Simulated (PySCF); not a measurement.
# Static response to an electric field

AlH (singlet state).
Numbering: `[AlH:1]` (hydrogens: H2 on Al1)

Geometry (PBE0-D3(BJ)/def2-TZVP, Å), atoms numbered from 1 in this order:
```
atom  x, y, z in Å
Al1    0.8277   -0.0436    0.0063
H2    -0.8374    0.0065   -0.0154
```

Level: CAM-B3LYP/aug-cc-pVTZ (PySCF), static field, nuclei fixed, core orbitals frozen in the response. The polarisability tensor in these axes (au):

```
x   51.46 -0.20  0.09
y   -0.20 44.94  0.00
z    0.09  0.00 44.93
```

Give the principal values, the mean and the anisotropy Δα = √{½[(α1 − α2)² + (α2 − α3)² + (α1 − α3)²]}.

Principal values 44.93, 44.93 and 51.47 au; mean 47.11 au = 6.98 Å³ = 7.77 × 10⁻⁴⁰ C²·m²/J; Δα = 6.54 au (14 % of the mean).

What is the dipole moment, and where does it point?

(0.20, -0.01, 0.00) D, 0.20 D in size, pointing from the negative to the positive side. Measured along this direction, the outermost atoms are H2 at the negative end and Al1 at the positive end.

What molar refraction does this α imply?

Lorentz–Lorenz: R = (4π/3)N_A α = 2.5225 cm³/(mol·Å³) × 6.98 Å³ = 17.6 cm³/mol, in the limit of long wavelengths.

Find the Langevin capture rate constant for O2+ (31.990 u) meeting this molecule (27.989 u), k = 2.342 × 10⁻⁹ cm³/s × √(α in Å³ / reduced mass in u).

The reduced mass is 14.93 u, so k = 1.60 × 10⁻⁹ cm³/s.

How large is μ²/3kT at 273 K beside α?

In Gaussian units μ²/3kT = 0.36 Å³ against 6.98 Å³, a ratio of 0.05; the Debye molar polarisation (4π/3)N_A(α + μ²/3kT) is 18.5 cm³/mol, leaving out the vibrational part.

Isolated species at its PBE0-D3(BJ)/def2-TZVP geometry, gas phase.

The run behind these numbers computed excited states as well. The run took 0.66 s of wall time on Arm Neoverse V1, one thread, shared host, and the process peaked at 0.28 GiB of memory.
